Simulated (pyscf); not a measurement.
`[CH2]=[CH][SeH]` → `[SeH2]` + `[CH]#[CH]`, an elimination (singlet surface; C–Se, C–H broken, H–Se formed). PySCF, gas phase, ωB97X-D3(BJ)/def2-SVP geometries. Correlated levels are frozen-core, on RHF or UHF. ΔMP2 is the change of the MP2 total energy from the triple- to the quadruple-zeta basis. Energies in kJ/mol from the reactant's lowest minimum found.

Small-basis levels: PySCF, no dispersion term, spherical d functions. AM1 to PM7: differences of heats of formation from MOPAC. GFN2-xTB: tblite. Cost: rough CPU time at the saddle relative to B3LYP/6-31G*+LANL2DZ, from one job on a shared machine.

```csv
level,barrier,reaction energy,cost
HF/6-31G*+LANL2DZ,411.4,+155.9,0.09
B3LYP/STO-3G,485.2,+251.4,0.9
B3LYP/LANL2DZ,336.7,+167.0,0.8
B3LYP/6-31G*+LANL2DZ,332.1,+173.6,1
B3LYP/def2-SVP,341.9,+156.5,2
GFN2-xTB,275.9,+157.2,under 0.02
AM1,298.2,+177.6,under 0.02
CCSD(T)/def2-TZVPP + ΔMP2(QZVPP),345.7,+147.3,–
```

Against the last row the barrier runs from -69.8 (GFN2-xTB) to +139.5 kJ/mol (B3LYP/STO-3G). CCSD(T)/def2-TZVPP + ΔMP2(QZVPP) has limits of its own. The same reactants have a lower exit, to •HC=CH₂ + SeH• (no saddle counted: cutting one bond costs +327.4 kJ/mol at ωB97M-D3(BJ), against +360.8 kJ/mol here). H₂C=CH–SeH lies 23.3 kJ/mol over its isomer cyclic C₂H₄Se (SMILES C1C[Se]1), and others may lie lower still (electronic energy, ωB97M-D3(BJ)). One saddle was located; it need not be the lowest between these sides. The CCSD(T) − MP2 part came from Ansatz, without density fitting, on the same reference. The frozen core leaves the outer d or s,p core shells of the metals and heavy elements correlated in the MP2 and CC values, and def2-TZVPP describes them poorly, which can shift differences by a few kcal/mol. In the def2 sets elements up to Kr have no core potential.
